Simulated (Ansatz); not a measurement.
Rutile CrO₂ was calculated with PBE in Ansatz (plane waves, PAW).

Numerical settings: plane-wave cutoff 520 eV, 12×12×18 k mesh (along the axes of the cell as run), Fermi–Dirac smearing 0.05 eV, spin-polarised with parallel moments, scalar-relativistic PAW data made under PBE.

Energies at three volumes about the minimum:

| V (Å³/atom) | E − E_lowest (meV/atom) |
|---|---|
| 9.423 | 2.88 |
| 9.616 | 0.00 |
| 9.808 | 2.66 |

Task: Fit a parabola by hand: where is the minimum, and what is the bulk modulus?

Result: Slopes: (0.00 − 2.88)/(9.616 − 9.423) = -14.922 and (2.66 − 0.00)/(9.808 − 9.616) = 13.854 meV/Å³. Curvature E″ = 2 × (13.854 − (-14.922))/(9.808 − 9.423) = 149.486 meV/Å⁶. From the middle of the first interval, the slope vanishes at V0 = 9.5195 − (-14.922)/149.486 = 9.619 Å³/atom. B = V0 E″ = 9.619 × 149.486 meV/Å³ × 0.1602 GPa per meV/Å³ = 230 GPa. The full Birch–Murnaghan fit to all volumes gives V0 = 9.616 Å³/atom and B0 = 230 GPa.

Shape and atoms are relaxed at each volume.

Measured, for comparison: bulk modulus 242 ± 2 GPa (temperature not stated, not corrected to a static lattice, equation of state from high-pressure X-ray diffraction; as tabulated in Datta et al. (2023), arXiv:2307.04584). Computed less measured: bulk modulus -5 %.

Ansatz is a quantum-chemistry and plane-wave program.
